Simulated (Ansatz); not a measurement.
# C2H8B: the cost of one run

All numbers below are computed with Ansatz 0.2.0 (UKS LDA/6-31G*).

## Step 1: The system as given

Bond lengths: B1–C3 1.600 Å, C3–H4 1.110 Å, C3–H5 1.110 Å, C3–H6 1.110 Å, B1–C7 1.600 Å, C7–H8 1.110 Å, C7–H9 1.110 Å, C7–H10 1.110 Å. Angles: B1–C3–H4 109.5°, B1–C3–H5 109.5°, B1–C3–H6 109.5°, H4–C3–H5 109.4°, H4–C3–H6 109.4°, H5–C3–H6 109.4°, C3–B1–C7 120.0°, B1–C7–H8 109.5°, B1–C7–H9 109.5°, B1–C7–H10 109.5°, H8–C7–H9 109.4°, H8–C7–H10 109.4°, H9–C7–H10 109.4°.

As a file:

```xyz
11

B     0.0000    0.0000    0.0000
H     0.0000    0.0000    1.4400
C     1.3856    0.0000   -0.8000
H     1.7152   -1.0462   -0.9702
H     1.2491    0.5080   -1.7774
H     2.1552    0.5381   -0.2082
C    -1.3856    0.0000   -0.8000
H    -1.9458   -0.9305   -0.5708
H    -1.9898    0.8797   -0.4946
H    -1.1839    0.0508   -1.8903
H     0.0000    0.0000    2.4000
```

## Step 2: A restrained relaxation towards end A

Springs on the bonds that form and break draw the guess towards this end; the thresholds are loose.

Input file input.yaml:

```yaml
crystal:
  periodic: [false, false, false]
  atoms:
    - { symbol: B, position_ang: [0.0, 0.0, 0.0] }
    - { symbol: H, position_ang: [0.0, 0.0, 1.44] }
    - { symbol: C, position_ang: [1.3856, 0.0, -0.8] }
    - { symbol: H, position_ang: [1.7152, -1.0462, -0.9702] }
    - { symbol: H, position_ang: [1.2491, 0.508, -1.7774] }
    - { symbol: H, position_ang: [2.1552, 0.5381, -0.2082] }
    - { symbol: C, position_ang: [-1.3856, 0.0, -0.8] }
    - { symbol: H, position_ang: [-1.9458, -0.9305, -0.5708] }
    - { symbol: H, position_ang: [-1.9898, 0.8797, -0.4946] }
    - { symbol: H, position_ang: [-1.1839, 0.0508, -1.8903] }
    - { symbol: H, position_ang: [0.0, 0.0, 2.4] }
magnetization:
  spin_polarized: true
  initial_magnetization: 1
basis:
  gaussian: { orbitals: "6-31G*" }
hamiltonian:
  xc: lda
relax:
  f_tol: 0.15
  max_steps: 25
  restrain:
    - { distance: [1, 10], at: 1.86, k: 30.0 }
    - { distance: [0, 1], at: 1.19, k: 30.0 }
output:
  orbitals: {}
```

On the command line:

```console
ansatz run input.yaml --threads 1 --pin off --max-ram 2048MiB --backend cpu --events-out ev --progress --plain --runs-dir out
```

What time and memory should one allow on 1 thread of Arm Neoverse V2, shared host?

About 8.5 s, with a peak of 0.12 GiB.
